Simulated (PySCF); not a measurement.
2,2,2-trifluoroethanol, C₂H₃F₃O.
SMILES: `FC(CO)(F)F`

Torsions of this conformer, `[OH:1][CH2:2][C:3]([F:4])([F:5])[F:6]`: O1–C2–C3–F4 57°, H–O1–C2–C3 -59°.

The closed-shell ground state was solved at several levels (PySCF, density fitting, gas phase, non-relativistic). The structure is a single GFN2-xTB conformer in the gas phase; no vibrational or solvent corrections.

| level | basis functions | HOMO (eV) | LUMO (eV) | gap (eV) | dipole (D) |
| --- | --- | --- | --- | --- | --- |
| PBE0/pcSseg-1 | 117 | -8.77 | 1.17 | 9.94 | 1.65 |
| CAM-B3LYP/def2-SVPD | 156 | -10.53 | 0.94 | 11.47 | 1.73 |

Task: Estimate the row for B3LYP/pcJ-1, a basis of 192 functions; the other rows only guide the guess.

Result: HOMO -8.48 eV, LUMO 0.81 eV, gap 9.29 eV, dipole 1.64 D.

Task: Over all these levels, which gives the widest orbital gap and which the narrowest?

Result: CAM-B3LYP/def2-SVPD (range-separated hybrid) has the widest, 11.47 eV, and B3LYP/pcJ-1 (global hybrid, 20 % exact exchange) the narrowest, 9.29 eV. Functional and basis both differ between the two, so the spread mixes both effects.

Task: How far do the dipole and the HOMO energy spread over the levels?

Result: The dipole runs from 1.64 to 1.73 D (mean 1.67 D) and the HOMO from -10.53 to -8.48 eV.
